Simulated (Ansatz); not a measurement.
NO2, doublet: energies of several shapes or isomers

Program: Ansatz, Gaussian basis, development build; OMP3 by scripts on PySCF. Settings: cc-pVTZ; 3 core orbitals frozen; no relativity. Single-reference values can break down or jump between states where bonds are stretched.

Case A:

| atom | x (Å) | y (Å) | z (Å) |
| --- | --- | --- | --- |
| N | 0.0000 | 0.0000 | 0.0000 |
| O | 0.0000 | 1.1046 | 0.4689 |
| O | 0.0000 | -1.1046 | 0.4689 |

Case B:

```xyz
3

N     0.0000    0.0000    0.3323
O     0.0000    1.1365   -0.1532
O     0.0000   -1.0997   -0.1375
```

Case C:

```xyz
3

N     0.0000    0.0000    0.0000
O     0.0000    1.1322    0.4806
O     0.0000   -1.0770    0.4572
```

Case D:

```xyz
3

N     0.0000    0.0000    0.3323
O     0.0000    1.1549   -0.1611
O     0.0000   -1.0813   -0.1297
```

Case E:

```xyz
3

N     0.0000    0.0000    0.0000
O     0.0000    1.1690    0.4962
O     0.0000   -1.0402    0.4415
```

Energy less that of case A, in eV:

| case | RCCSD | UOMP3 |
| --- | --- | --- |
| B | +0.072 | +0.094 |
| C | +0.048 | +0.047 |
| D | +0.126 | +0.146 |
| E | +0.265 | +0.261 |

Task: Give the RCCSD(T) energies against case A.

Result: B: +0.039 eV; C: +0.051 eV; D: +0.097 eV; E: +0.281 eV.

Task: Which case is lowest, and do the methods agree?

Result: A is lowest in RCCSD(T). Of the methods shown, RCCSD, UOMP3 agree.
